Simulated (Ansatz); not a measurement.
Gas-phase electronic energies from Ansatz, PBE0-D4/def2-TZVP geometries. CCSD(T)/CBS adds triple-zeta CCSD(T) − MP2 to the extrapolated MP2 energy (def2 sets, frozen cores). DFT in def2-TZVPP. B3LYP here is the variant with VWN-RPA as its local correlation; programs differ in this. Each species was taken in one conformer, which may not be the lowest.

Consider the isomerisation: `ClC1=CCC1` → `C#CCCCl`.

| level | ΔE (kJ/mol) | difference from CCSD(T)/CBS |
| --- | --- | --- |
| PBE-D4 | 51.6 | 26.3 |
| PBE0-D4 | 52.6 | 27.3 |
| B3LYP-D4 | 26.0 | 0.7 |
| ωB97X-V | 39.8 | 14.5 |
| ωB97M-V | 32.1 | 6.8 |
| B2PLYP | 20.8 | -4.5 |
| PBE0 | 50.9 | 25.6 |
| HF/def2-TZVPP | 3.1 | -22.2 |
| MP2/def2-TZVPP | 27.2 | 1.9 |
| SCS-MP2/def2-TZVPP | 21.1 | -4.2 |
| CCSD/def2-TZVPP | 23.5 | -1.8 |
| CCSD(T)/def2-TZVPP | 26.6 | 1.3 |
| MP2/def2-QZVPP | 26.4 | 1.1 |
| SCS-MP2/def2-QZVPP | 20.2 | -5.1 |
| HF/CBS(def2) | 3.2 | -22.1 |
| CCSD/CBS(def2) | 22.1 | -3.2 |
| CCSD(T)/CBS | 25.3 | 0 |

Largest T1 diagnostic among the species: 0.010.

In def2-TZVPP, CCSD(T) changes the Hartree–Fock value by +23.5 kJ/mol (the triples alone add +3.2 kJ/mol) and MP2 by +24.1 kJ/mol. The D4 term adds +3.6 kJ/mol with B3LYP and +1.7 kJ/mol with PBE0; it sums over pairs of atoms, weighted by their polarisabilities, and B3LYP, whose exchange is more repulsive, gets the larger term.

CCSD(T)/CBS has its own doubt, a few kJ/mol and more with outer-core shells, so smaller differences from it don't rank the levels.
